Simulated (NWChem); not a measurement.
System: diphosphorus (P$_{2}$); SMILES P#P

Input file for NWChem:

```
start job
memory heap 200 mb stack 900 mb global 1100 mb
geometry units angstroms noautosym nocenter noautoz
  P      0.000000     0.000000     0.945544
  P      0.000000     0.000000    -0.945544
end
basis spherical
  * library 3-21g
end
dft
  xc pbe0
  iterations 150
end
cosmo
  do_cosmo_smd true
  solvent water
end
task dft energy
```

Excerpt of the output:

```
             Northwest Computational Chemistry Package (NWChem) 7.3.0
             --------------------------------------------------------

                             Geometry "geometry" -> ""
                             -------------------------

 Output coordinates in angstroms (scale by  1.889725989 to convert to a.u.)

  No.       Tag          Charge          X              Y              Z
 ---- ---------------- ---------- -------------- -------------- --------------
    1 P                   15.0000     0.00000000     0.00000000     0.94554400
    2 P                   15.0000     0.00000000     0.00000000    -0.94554400

 Effective nuclear repulsion energy (a.u.)      62.9610473045

                                 NWChem DFT Module
                                 -----------------

 Summary of "ao basis" -> "ao basis" (spherical)
 ------------------------------------------------------------------------------
       Tag                 Description            Shells   Functions and Types
 ---------------- ------------------------------  ------  ---------------------
 P                           3-21g                   7       13   4s3p

 in cosmo_initialize ...
 calling solv_data for solv:h2o

 solvent parameters
 solvname_short: h2o
 solvname_long:  water
 dielec:       78.4000
 dielecinf:     1.7769
 aqueous SMD model solvent descriptors
 dielec:       78.4000
 sola:          0.8200

          ---------------
          -cosmo- solvent
          ---------------
 Cosmo: York-Karplus, doi: 10.1021/jp992097l
 dielectric constant -eps-     =  78.40
 screen = (eps-1)/(eps    )    =   0.98724
 surface charge correction     = lagrangian

   van der Waals surface
 --------------------------

 ---------- ATOMIC COORDINATES (A.U.) ------------ VDWR(ANG.) --
     1    0.00000000    0.00000000    1.78681907     2.120
     2    0.00000000    0.00000000   -1.78681907     2.120
 number of segments per atom =        128
 number of   points per atom =        128
 atom (   nspa,  nppa )
 ----------------------
    1 (     92,     0 )       0
    2 (     92,     0 )       0
 number of -cosmo- surface points =      184
 molecular surface =     81.188 angstrom**2
 molecular volume  =     61.234 angstrom**3
 -lineq- algorithm             =   0
 -bem- low  level              =   3
 -bem- from -octahedral-
 gaussian surface charge width =   4.50000
 degree of switching           =   1.00000
 switching function tolerance  =   0.00010
 atomic radii =
 --------------
    1 15.000  2.120
    2 15.000  2.120
 ...... end of -cosmo- initialization ......

 nat:                     2
 ixmem:                   309
 calling mnsol_interface()
 G(SMD-CDS) energy (kcal/mol)  =     0.000
 SMD-CDS SASA (angstrom**2)    =    86.962

            General Information
            -------------------
          SCF calculation type: DFT
          Wavefunction type:  closed shell.
          No. of atoms     :     2
          No. of electrons :    30
           Alpha electrons :    15
            Beta electrons :    15
          Charge           :     0
          Spin multiplicity:     1
          Use of symmetry is: off; symmetry adaption is: off
          Maximum number of iterations: 150
          AO basis - number of functions:    26
                     number of shells:    14
          Convergence on energy requested:  1.00D-06
          Convergence on density requested:  1.00D-05
          Convergence on gradient requested:  5.00D-04

              XC Information
              --------------
                         PBE0 Method XC Functional
                     Hartree-Fock (Exact) Exchange  0.250
          PerdewBurkeErnzerhof Exchange Functional  0.750
            Perdew 1991 LDA Correlation Functional  1.000 local
           PerdewBurkeErnz. Correlation Functional  1.000 non-local

             Grid Information
             ----------------
          Grid used for XC integration:  medium
          Radial quadrature: Mura-Knowles
          Angular quadrature: Lebedev.
          Tag              B.-S. Rad. Rad. Pts. Rad. Cut. Ang. Pts.
          ---              ---------- --------- --------- ---------
          P                   1.00       88           7.0       590
          Grid pruning is: on
          Number of quadrature shells:   176
          Spatial weights used:  Erf1

      Superposition of Atomic Density Guess
      -------------------------------------

 Sum of atomic energies:        -677.88227869

      Non-variational initial energy
      ------------------------------

 Total energy =    -678.138923
 1-e energy   =   -1064.525893
 2-e energy   =     323.425923
 HOMO         =      -0.284845
 LUMO         =      -0.057185

   convergence    iter        energy       DeltaE   RMS-Dens  Diis-err
 ---------------- ----- ----------------- --------- --------- ---------
     COSMO gas phase
 d= 0,ls=0.0,diis     1   -678.9147000848 -7.42D+02  2.18D-02  1.29D-01
 d= 0,ls=0.0,diis     2   -678.9288268430 -1.41D-02  5.88D-03  6.67D-03
 d= 0,ls=0.0,diis     3   -678.9301023611 -1.28D-03  1.20D-03  6.60D-04
 d= 0,ls=0.0,diis     4   -678.9302036353 -1.01D-04  7.17D-05  1.80D-07
 d= 0,ls=0.0,diis     5   -678.9302036863 -5.10D-08  2.55D-06  7.06D-10

   convergence    iter        energy       DeltaE   RMS-Dens  Diis-err
 ---------------- ----- ----------------- --------- --------- ---------
     COSMO solvation phase
 d= 0,ls=0.0,diis     1   -678.9309070151 -7.03D-04  2.92D-03  1.47D-04
 d= 0,ls=0.0,diis     2   -678.9309691432 -6.21D-05  2.97D-04  4.87D-06
 d= 0,ls=0.0,diis     3   -678.9309704139 -1.27D-06  4.42D-05  4.51D-07
 d= 0,ls=0.0,diis     4   -678.9309704913 -7.74D-08  1.52D-05  4.25D-08
 d= 0,ls=0.0,diis     5   -678.9309704891  2.14D-09  8.05D-06  5.27D-08

         Total DFT energy =     -678.930970489119
      One electron energy =    -1064.595160247953
           Coulomb energy =      368.854600223388
    Exchange-Corr. energy =      -46.071743489053
 Nuclear repulsion energy =       62.961047304479

             COSMO energy =       -0.079714279980

 Numeric. integr. density =       30.000000305133

                                COSMO-SMD solvation results
                                ---------------------------

             internal energy in gas <Psi(g)|H|Psi(g)> =      -678.930203686313
         internal energy in solvent <Psi(s)|H|Psi(s)> =      -678.930134174756
                               delta internal energy  =         0.000069511557 (    0.04 kcal/mol)
   total free energy in solvent <Psi(s)|H+V/2|Psi(s)> =      -678.930970489119
 polarization energy contribution <Psi(s)|V/2|Psi(s)> =        -0.000836314363 (   -0.52 kcal/mol)
    total free energy in solvent including G(SMD-CDS) =      -678.930970489119
                       G(SMD-CDS) energy contribution =         0.000000000000 (    0.00 kcal/mol)
     1 M fixed-concentration free energy of solvation =        -0.000766802806 (   -0.48 kcal/mol)

                       DFT Final Molecular Orbital Analysis
                       ------------------------------------

 Vector   13  Occ=2.000000D+00  E=-3.123358D-01
              MO Center=  2.8D-07,  2.8D-07,  7.9D-07, r^2= 2.5D+00
   Bfn.  Coefficient  Atom+Function         Bfn.  Coefficient  Atom+Function
  ----- ------------  ---------------      ----- ------------  ---------------
     7      0.254505  1 P  px                20      0.254504  2 P  px
     8      0.249795  1 P  py                21      0.249795  2 P  py
    11      0.246893  1 P  px                24      0.246893  2 P  px
    12      0.242324  1 P  py                25      0.242324  2 P  py
     3     -0.127884  1 P  px                16     -0.127884  2 P  px

 Vector   14  Occ=2.000000D+00  E=-3.123358D-01
              MO Center= -3.9D-11,  4.0D-11,  7.9D-07, r^2= 2.5D+00
   Bfn.  Coefficient  Atom+Function         Bfn.  Coefficient  Atom+Function
  ----- ------------  ---------------      ----- ------------  ---------------
     8     -0.254505  1 P  py                21     -0.254504  2 P  py
     7      0.249795  1 P  px                20      0.249795  2 P  px
    12     -0.246893  1 P  py                25     -0.246893  2 P  py
    11      0.242324  1 P  px                24      0.242324  2 P  px
     4      0.127884  1 P  py                17      0.127884  2 P  py

 Vector   15  Occ=2.000000D+00  E=-3.090840D-01
              MO Center= -3.0D-07, -3.0D-07, -8.4D-07, r^2= 3.3D+00
   Bfn.  Coefficient  Atom+Function         Bfn.  Coefficient  Atom+Function
  ----- ------------  ---------------      ----- ------------  ---------------
     9      0.405056  1 P  pz                22     -0.405056  2 P  pz
    10      0.332639  1 P  s                 23      0.332640  2 P  s
    13      0.276675  1 P  pz                26     -0.276675  2 P  pz
     5     -0.196063  1 P  pz                18      0.196063  2 P  pz
     2     -0.094966  1 P  s                 15     -0.094967  2 P  s

 Vector   16  Occ=0.000000D+00  E=-9.970541D-02
              MO Center=  1.3D-09, -1.3D-09, -8.2D-07, r^2= 3.1D+00
   Bfn.  Coefficient  Atom+Function         Bfn.  Coefficient  Atom+Function
  ----- ------------  ---------------      ----- ------------  ---------------
    11      0.418572  1 P  px                24     -0.418573  2 P  px
    12     -0.411286  1 P  py                25      0.411286  2 P  py
     7      0.269405  1 P  px                20     -0.269405  2 P  px
     8     -0.264715  1 P  py                21      0.264715  2 P  py
     3     -0.132222  1 P  px                16      0.132222  2 P  px

 Vector   17  Occ=0.000000D+00  E=-9.970540D-02
              MO Center= -3.1D-08, -3.2D-08, -8.2D-07, r^2= 3.1D+00
   Bfn.  Coefficient  Atom+Function         Bfn.  Coefficient  Atom+Function
  ----- ------------  ---------------      ----- ------------  ---------------
    12      0.418572  1 P  py                25     -0.418573  2 P  py
    11      0.411286  1 P  px                24     -0.411286  2 P  px
     8      0.269405  1 P  py                21     -0.269405  2 P  py
     7      0.264715  1 P  px                20     -0.264715  2 P  px
     4     -0.132222  1 P  py                17      0.132222  2 P  py

 Vector   18  Occ=0.000000D+00  E= 8.338782D-02
              MO Center= -6.7D-09, -7.0D-09, -2.9D-07, r^2= 4.6D+00
   Bfn.  Coefficient  Atom+Function         Bfn.  Coefficient  Atom+Function
  ----- ------------  ---------------      ----- ------------  ---------------
    10      1.633218  1 P  s                 23     -1.633218  2 P  s
    13     -1.557548  1 P  pz                26     -1.557548  2 P  pz
     9     -0.280014  1 P  pz                22     -0.280014  2 P  pz
     2     -0.166647  1 P  s                 15      0.166647  2 P  s
     5      0.133346  1 P  pz                18      0.133346  2 P  pz

     Multipole analysis of the density
     ---------------------------------

     L   x y z        total         alpha         beta         nuclear
     -   - - -        -----         -----         ----         -------
     0   0 0 0     -0.000000    -15.000000    -15.000000     30.000000

     1   1 0 0     -0.000000     -0.000000     -0.000000      0.000000
     1   0 1 0     -0.000000     -0.000000     -0.000000      0.000000
     1   0 0 1     -0.000007     -0.000004     -0.000004      0.000000

     2   2 0 0    -19.424678     -9.712339     -9.712339      0.000000
     2   1 1 0      0.000000      0.000000      0.000000      0.000000
     2   1 0 1      0.000000      0.000000      0.000000      0.000000
     2   0 2 0    -19.424678     -9.712339     -9.712339      0.000000
     2   0 1 1      0.000000      0.000000      0.000000      0.000000
     2   0 0 2    -21.525200    -58.653436    -58.653436     95.781672
```

Level: PBE0/3-21G, SMD on the gas-phase geometry. All runs use the structure optimised with PBE0/def2-SVP. Solvent: water.
